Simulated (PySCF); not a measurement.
Species: CH₆AlN.
Bonds: C1–N2, N2–Al3. Hydrogens: H4, H5, H6 on C1; H7 on N2; H8, H9 on Al3.

A linear-response calculation (PySCF, def2-SVPD basis, gas phase, vertical, core orbitals frozen in the response) gave these numbers; the functional is withheld.

Orbital energies (eV): HOMO-3 -12.06, HOMO-2 -10.71, HOMO-1 -9.75, HOMO -8.29, LUMO 0.26, LUMO+1 0.90, LUMO+2 1.67.

```
state  E (eV)       f  main configurations (H = HOMO, L = LUMO)
   S1    5.70   0.129                                 H→L (98%)
   S2    6.01   0.020                  H→L+1 (80%), H→L+2 (13%)
   S3    6.25  0.0000                               H-1→L (99%)
   S4    7.14   0.011                  H→L+3 (73%), H-2→L (13%)
   S5    7.27  0.0086                               H→L+4 (80%)
   S6    7.48   0.090                  H-2→L (72%), H→L+2 (12%)
```

Triplets (Tamm–Dancoff): T1 4.63 eV, H→L (95%); T2 5.71 eV, H→L+1 (68%), H→L+2 (16%); T3 5.72 eV, H-1→L (94%); T4 6.83 eV, H-2→L (72%), H→L+3 (8%).

Vertical ionisation energy by ΔSCF with the same functional: 9.15 eV. Mean static polarisability: 51.8 au.

Question: Name the functional.
A. CAM-B3LYP
B. HF
C. B3LYP
D. PBE

Answer: A. CAM-B3LYP is range-separated, 19% exact exchange at short range and 65% at long range (ω = 0.33 bohr⁻¹). In this run −ε(HOMO) = 8.29 eV differs from the ΔSCF value by -0.86 eV, and S1 differs from the orbital gap of 8.54 eV by -2.84 eV. The ratio −ε(HOMO)/IP is 0.91. Small neutral molecules mostly give 0.85 to 0.93 with CAM-B3LYP, 0.5 to 0.7 with PBE, 0.67 to 0.83 with B3LYP; with Hartree–Fock the ratio is 1 or more (Koopmans' value less the relaxation energy is the ΔSCF value).

Theory: TDDFT CAM-B3LYP/def2-SVPD, vertical, gas phase, core orbitals frozen in the response in PySCF. Geometry: PBE0-D3(BJ)/def2-SVP; no solvent, vibrations or thermal averaging.
